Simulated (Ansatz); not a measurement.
# [GeH$_{3}$···H···OH], doublet along the distance Ge1-H5

Starting geometry:

| atom | x (Å) | y (Å) | z (Å) |
| --- | --- | --- | --- |
| Ge | -0.5299 | 0.0101 | 0.0000 |
| H | -1.0414 | 1.4567 | 0.0000 |
| H | -1.0414 | -0.7132 | 1.2528 |
| H | -1.0414 | -0.7132 | -1.2528 |
| H | 1.0044 | 0.0101 | 0.0000 |
| O | 2.3741 | 0.0101 | 0.0000 |
| H | 2.6259 | -0.9298 | 0.0000 |

From there atom H5 is moved from one fragment to the other while all else, the fragments' distance too, stays fixed; atoms are numbered as listed. Energies are in eV, counted from the starting geometry at the same level.

Basis cc-pVDZ; Ansatz 0.2.0. Correlated methods freeze the noble-gas cores and the filled d shells of p-block atoms. Prefix R: restricted or restricted open-shell reference; prefix U: unrestricted. No spin–orbit coupling is included, and no scalar relativity.

For open shells CISD is restricted-active-space CI with the open shells as a complete middle space.

Full CI isn't at hand for all of this; UCCSDT(Q) serves as the reference, and is uncertain by the last step of the cluster series or more. The frozen core follows each run's orbitals, which can shift R against U totals by a few meV for light atoms and by up to 0.1 eV past Ca.

| distance Ge1-H5 (Å) | UCCSDT(Q) | error UHF | error RMP2 | error CISD | error UCCSD | error RCCSDT | error RCCSDT(Q) |
| --- | --- | --- | --- | --- | --- | --- | --- |
| 1.534 | 0.000 | 0.000 | 0.000 | 0.000 | 0.000 | 0.000 | 0.000 |
| 1.589 | -0.112 | 0.122 | -0.038 | 0.043 | 0.010 | 0.003 | 0.000 |
| 1.697 | -0.393 | 0.313 | -0.288 | 0.030 | 0.021 | 0.006 | 0.001 |
| 1.806 | -0.755 | 0.335 | -0.275 | -0.007 | 0.012 | 0.006 | 0.002 |
| 1.914 | -1.018 | 0.229 | -0.273 | -0.062 | -0.005 | 0.004 | 0.003 |

Errors are those of relative energies. In total energy the starting point itself misses UCCSDT(Q) by: UHF 9.136, RMP2 1.406, CISD 1.101, UCCSD 0.214, RCCSDT 0.017, RCCSDT(Q) 0.001 eV.

Spread of the error over the points with a reference, to 1.914 Å (largest less smallest): RCCSDT(Q) 0.003, RCCSDT 0.006, UCCSD 0.025, CISD 0.105, RMP2 0.288, UHF 0.335 eV.
